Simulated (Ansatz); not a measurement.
# Property card for PIr₂

Method: Ansatz 0.2.0, DFT r2SCAN, scalar-relativistic, plane waves, PAW.

Plane waves to 500 eV, a k mesh through Γ of 14×14×14 on the computed 3-atom cell and Gaussian smearing (0.10 eV); no spin polarisation.

The structure is relaxed at this level of theory with its symmetry kept. Whether it is the stable form of this composition wasn't checked.

```
P Ir
1.0
     0.00000    2.77385    2.77385
     2.77385    0.00000    2.77385
     2.77385    2.77385    0.00000
P Ir
1 2
Direct
  0.00000 0.00000 0.00000
  0.25000 0.25000 0.25000
  0.75000 0.75000 0.75000
```

```
Space group                                                       : Fm-3m (No. 225)
Volume per atom                                                   : 14.23 Å³
Formation energy from the elements' standard states (uncorrected) : -0.473 eV/atom
Generalised Kohn–Sham band gap                                    : none (metal)
Density of states at the Fermi level                              : 0.76 states/eV per cell
Löwdin character within 0.5 eV of the Fermi level                 : Ir 5d 74 %, P 3p 11 %, unprojected 7 %
Bulk modulus                                                      : 301 GPa
Its pressure derivative                                           : 4.9
Bader charges (e)                                                 : P (1 in the cell) 0.34, Ir (2 in the cell) -0.17
```

Spin-orbit coupling is left out, which matters for the bands of heavy elements.

Cost: 9 runs of about 5.9 core-minutes in all, on Intel Xeon Processor @ 2.50GHz (Skylake/Cascade Lake) (shared hosts).